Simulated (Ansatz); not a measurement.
# SiH₄ (triplet): wave-function methods side by side at scale of all distances = 1.000, 6-31G

How much of the correlation energy of SiH₄ (triplet) does each wave-function method recover here?

Computed with Ansatz 0.2.0, Gaussian basis. Level: 6-31G, core rule «outside noble gas», up to 5 orbitals frozen.

Plan: UHF; CCSD(T) on ROHF; CCSD(T) on UHF; BCCD(T) on ROHF; CISD; CCSDT(Q) on ROHF; CCSDT(Q) on UHF; CISDTQ; CCSDTQ on ROHF; CCSDTQ on UHF; CASSCF and MRCISD+Q, 4 electrons in 4 orbitals; CASSCF and NEVPT2, 4 electrons in 4 orbitals; CASSCF and MRCISD+Q, 8 electrons in 8 orbitals; CASSCF and NEVPT2, 8 electrons in 8 orbitals; Full CI.

14 further runs of the same task are left out: 12 that didn't finish, 2 set aside as unsound or not needed.

## 1. What is computed

The geometry derives from a PBE0/def2-TZVP stationary point (not a proven minimum). All distances are scaled together.

5 atoms, charge 0, spin multiplicity 3.

Atoms are counted from 1 here; the program's logs count them from 0.

Bond lengths: Si1–H2 1.529 Å, Si1–H3 1.529 Å, Si1–H4 1.529 Å, Si1–H5 1.529 Å. Angles: H2–Si1–H3 90.0°, H2–Si1–H4 90.0°, H2–Si1–H5 180.0°, H3–Si1–H4 180.0°, H3–Si1–H5 90.0°, H4–Si1–H5 90.0°.

## 2. UHF

in.yaml

```yaml
crystal:
  periodic: [false, false, false]
  atoms:
    - {symbol: Si, position_ang: [0.000000, 0.000000, 0.000000]}
    - {symbol: H, position_ang: [-0.011525, 1.085107, 1.077576]}
    - {symbol: H, position_ang: [-0.016497, -1.077632, 1.084987]}
    - {symbol: H, position_ang: [0.016497, 1.077632, -1.084987]}
    - {symbol: H, position_ang: [0.011525, -1.085107, -1.077576]}
basis:
  gaussian: {orbitals: 6-31G}
magnetization: {spin_polarized: true, initial_magnetization: 2}
hamiltonian: {xc: hf}
output: {orbitals: {seedname: orbitals}}
```

Command:

```bash
ansatz run in.yaml --threads 1 --pin off --events-out ev --progress --plain --max-ram 2393MiB
```

Further steps of the session: CCSD(T) on ROHF; CCSD(T) on UHF; BCCD(T) on ROHF; CISD; CCSDT(Q) on ROHF; CCSDT(Q) on UHF; CISDTQ; CCSDTQ on ROHF; CCSDTQ on UHF; CASSCF and MRCISD+Q, 4 electrons in 4 orbitals; CASSCF and NEVPT2, 4 electrons in 4 orbitals; CASSCF and MRCISD+Q, 8 electrons in 8 orbitals; CASSCF and NEVPT2, 8 electrons in 8 orbitals; Full CI.

**Question.** What will the summary of the whole plan be? Wanted: FCI below the RHF energy; RMP2 from FCI; UMP2 from FCI; RCCSD from FCI; RCCSD(T) from FCI; UCCSD(T) from FCI; RCCSDT(Q) from FCI; UCCSDT(Q) from FCI; NEVPT2 pair from FCI.

The runs gave:

```
                         quantity                                                                                                                                         value
         FCI below the RHF energy                                                                                                                                    -2.6133 eV
                    RMP2 from FCI                                                                                                                               +19.18 kcal/mol
                    UMP2 from FCI                                                                                                                               +19.38 kcal/mol
                   RCCSD from FCI                                                                                                                                +1.15 kcal/mol
                RCCSD(T) from FCI                                                                                                                                +0.31 kcal/mol
                UCCSD(T) from FCI                                                                                                                                +0.35 kcal/mol
               RCCSDT(Q) from FCI                                                                                                                                -0.01 kcal/mol
               UCCSDT(Q) from FCI                                                                                                                                -0.01 kcal/mol
             NEVPT2 pair from FCI                                                                                                                               +15.08 kcal/mol
           MRCISD+Q pair from FCI                                                                                                                                -0.56 kcal/mol
          NEVPT2 valence from FCI                                                                                                                                +4.30 kcal/mol
levels within 1 kcal/mol (43 meV)  RCCSD(T), UCCSD(T), BCCD(T), RCCSDT, UCCSDT, CISDTQ, RCCSDT(Q), UCCSDT(Q), RCCSDTQ, UCCSDTQ, MRCISD+Q pair, MRCISD valence, MRCISD+Q valence
                    T1 diagnostic                                                                                                                                         0.018
   effectively unpaired electrons                                                                                                                                          2.04
```

What this shows: RCCSD(T) misses by +0.31 kcal/mol, 0.5 % of the correlation energy. MRCISD+Q pair falls below full CI: the +Q correction isn't variational, and the cores differ from full CI's. One determinant dominates. Of the multireference levels listed MRCISD+Q valence comes nearest in total energy (+0.07 kcal/mol), which doesn't show that its space is the better one. These misses are within one basis, not against nature; the frozen cores of restricted and unrestricted runs differ, which can shift their rows.
